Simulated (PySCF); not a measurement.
# NMR parameters from quadrupole coupling constants

C5H11O (charge -1).
Atom-mapped SMILES: `[CH3:1][C:2]([CH3:3])([CH3:4])[CH2:5][O-:6]` (hydrogens: H7, H8, H9 on C1; H10, H11, H12 on C3; H13, H14, H15 on C4; H16, H17 on C5)

Geometry (GFN2-xTB, Å), atoms numbered from 1 in this order:
```
atom  x, y, z in Å
C1    -0.582   -1.296   -0.638
C2    -0.010   -0.015   -0.039
C3    -0.885    1.181   -0.394
C4     1.408    0.228   -0.547
C5     0.066   -0.088    1.553
O6     0.545    0.973    2.127
H7    -0.630   -1.236   -1.729
H8     0.037   -2.152   -0.367
H9    -1.588   -1.476   -0.259
H10   -0.549    2.019    0.215
H11   -0.817    1.445   -1.454
H12   -1.928    0.977   -0.151
H13    1.833    1.028    0.057
H14    1.426    0.512   -1.603
H15    2.019   -0.664   -0.414
H16   -1.008   -0.365    1.872
H17    0.656   -1.057    1.761
```

Computed at PBE0/pcSseg-1 (PySCF, non-relativistic):

| atom | environment | nucleus | spin I | Q (b) | CQ = χzz (MHz) | η |
| --- | --- | --- | --- | --- | --- | --- |
| O6 | alkoxide oxygen | 17O | 5/2 | -0.0256 | -9.489 | 0.195 |

Problem. Which field gradients stand behind these couplings (CQ in MHz = 234.96 × Q in b × Vzz in au)?

Solution. Vxx = −Vzz(1 − η)/2 and Vyy = −Vzz(1 + η)/2, in au:

```json
{"atom": "O6", "Vxx (au)": "-0.635", "Vyy (au)": "-0.943", "Vzz (au)": "1.578", "Vzz (10²¹ V/m²)": "15.33"}
```

Problem. PQ = |CQ|√(1 + η²/3), νQ = 3|CQ|/[2I(2I − 1)], ν0 = |g|·7.62259 MHz/T·B with g(17O) = −0.75752: values at 18.8 T?

Solution. 
| atom | PQ (MHz) | νQ (MHz) | ν0 (MHz) | νQ/ν0 |
| --- | --- | --- | --- | --- |
| O6 | 9.549 | 1.423 | 108.56 | 0.013 |

For O6: PQ = 9.489 × 1.0063, νQ = 9.489 × 0.1500, ν0 = 5.7742 MHz/T × 18.8 T.

Problem. Second-order quadrupolar shift of the central transition's centre of gravity (half-integer spins, νQ < ν0/10) at 18.8, 23.5 and 28.2 T.

Solution. From −(3/40)(PQ/ν0)²[I(I + 1) − 3/4]/[I(2I − 1)]², which goes as 1/B² (ppm):

| site | 18.8 T | 23.5 T | 28.2 T |
| --- | --- | --- | --- |
| 17O at O6 | -46.4 | -29.7 | -20.6 |

Problem. Take a correlation time of 15 ps, isotropic tumbling and extreme narrowing. What quadrupolar relaxation rates and linewidths follow?

Solution. Rate = (3π²/10) PQ² τc (2I + 3)/[I²(2I − 1)], the same for T1 and T2; width = rate/π.

```csv
site,spin factor (2I + 3)/[I²(2I − 1)],1/T1 (s⁻¹),T1 (ms),linewidth (Hz)
17O at O6,0.320,1300,0.772,413
```

The couplings are those of the rigid, isolated species; surroundings and motion change them. The pcSseg-1 basis has no diffuse functions, a weakness for an anion. The HOMO energy is positive at this level (+0.53 eV), so the outermost electrons may be held by the finite basis alone. GFN2-xTB bond lengths can be off by several hundredths of an ångström, more for odd bonds, and the gradients follow them. A larger basis could move these couplings by a tenth or more.
